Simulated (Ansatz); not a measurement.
# BS+ (quintet): wave-function methods side by side, def2-TZVPP

One table from this session's results is given with a row withheld; the runs are named, their logs left out.

The runs use Ansatz 0.2.0, Gaussian basis; def2-TZVPP, core rule «outside noble gas», up to 6 orbitals frozen.

Plan: UHF; ROHF; CCSD(T) on UHF.

2 further runs of the same task are left out: 2 set aside as unsound or not needed.

### The geometry

The geometry is a PBE0/def2-TZVP stationary point (not a proven minimum) of the parent state, kept for this charge and spin.

2 atoms, charge 1, spin multiplicity 5.

Atoms are counted from 1 here; the program's logs count them from 0.

Bond lengths: B1–S2 1.703 Å.

The first run:

File in.yaml:

```yaml
crystal:
  periodic: [false, false, false]
  atoms:
    - {symbol: B, position_ang: [0.000000, 0.000000, 0.000000]}
    - {symbol: S, position_ang: [0.000000, 0.000000, 1.703300]}
basis:
  gaussian: {orbitals: def2-TZVPP}
total_charge: 1
magnetization: {spin_polarized: true, initial_magnetization: 4}
hamiltonian: {xc: hf}
output: {orbitals: {seedname: orbitals}}
```

Run with:

```bash
$ ansatz run in.yaml --threads 1 --pin off --events-out ev --progress --plain --max-ram 4096MiB --backend cpu
```

Among the steps run: UHF; ROHF; CCSD(T) on UHF.

One table of the session follows, with a row left open; its other results are not shown here.

```
  method  from UCCSD(T) (meV)
    ROHF                    ?
     UHF              +4710.9
    UMP2               +977.1
   UCCSD               +171.9
UCCSD(T)                    0
```

Q: Estimate the row for ROHF from the others.

**Answer.** from UCCSD(T) (meV): +4905.5. In the column «from UCCSD(T) (meV)» it is the highest.
